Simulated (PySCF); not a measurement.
System (SMILES): S (H2S).
Geometry (B3LYP-D3(BJ)/def2-TZVP, fixed):
```xyz
3

S      0.0018     0.0003     0.1031
H     -0.0075     0.9678    -0.8277
H     -0.0219    -0.9726    -0.8218
```
Charge 0, spin multiplicity 1.

Basis-set convergence of the lowest singlet excitation energy at PBE with PySCF. Tamm-Dancoff approximation; the state is taken by its order, and sets in which it differs in degeneracy or brightness are left out, yet its character can still change. All functions are spherical. Density fitting with generated auxiliary sets. No added dispersion term, no relativity. Reference: the value in aug-pcseg-3, 5.522 eV, itself unsure by roughly 0.014 eV (its mean distance from aug-cc-pV(Q+d)Z, aug-pcseg-2, aug-cc-pV(T+d)Z).

```tsv
basis	functions	lowest singlet excitation energy (eV)
6-311+G**	42	?
def2-SVPD	43	?
aug-pcseg-1	45	5.516
aug-cc-pV(D+d)Z	50	5.516
6-311++G(2d,2p)	55	5.561
def2-TZVPD	64	?
6-311++G(3df,3pd)	83	?
aug-cc-pV(Q+d)Z	181	5.531
aug-pcseg-3	187	5.522
```

**Question.** Complete the blanks.

**Answer.** 
- 6-311+G**, lowest singlet excitation energy (eV): 5.799
- def2-SVPD, lowest singlet excitation energy (eV): 5.849
- def2-TZVPD, lowest singlet excitation energy (eV): 5.803
- 6-311++G(3df,3pd), lowest singlet excitation energy (eV): 5.595
